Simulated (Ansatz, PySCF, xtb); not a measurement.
Constitutional and geometric isomers with formula C3H3N. Gas-phase values, no solvent. Strings in code marks are SMILES.

Quantity: electronic energy of isomers of C3H3N relative to `C=CC#N`, in kJ/mol. The restricted reference of `C#CN=C`, `C=C=C=N` and `C=CC#N` is unstable towards unrestricted orbitals.

Level 1: frozen-core CCSD(T)/cc-pVQZ // PBE0-D3(BJ)/def2-TZVP (Ansatz, a quantum-chemistry and plane-wave program)
Level 2: TPSSh-D3(BJ)/def2-TZVP // PBE0-D3(BJ)/def2-TZVP (PySCF)
Level 3: frozen-core MP2/cc-pVQZ // PBE0-D3(BJ)/def2-TZVP (Ansatz)
Level 4: GFN2-xTB (xtb)

```
species    level 1  level 2  level 3  level 4
---------  -------  -------  -------  -------
`C#CN=C`     182.0    170.0    183.7     77.1
`C=C=C=N`    167.9    141.5    176.8     92.3
`N=c1cc1`    210.2    184.3    208.3    134.5
```
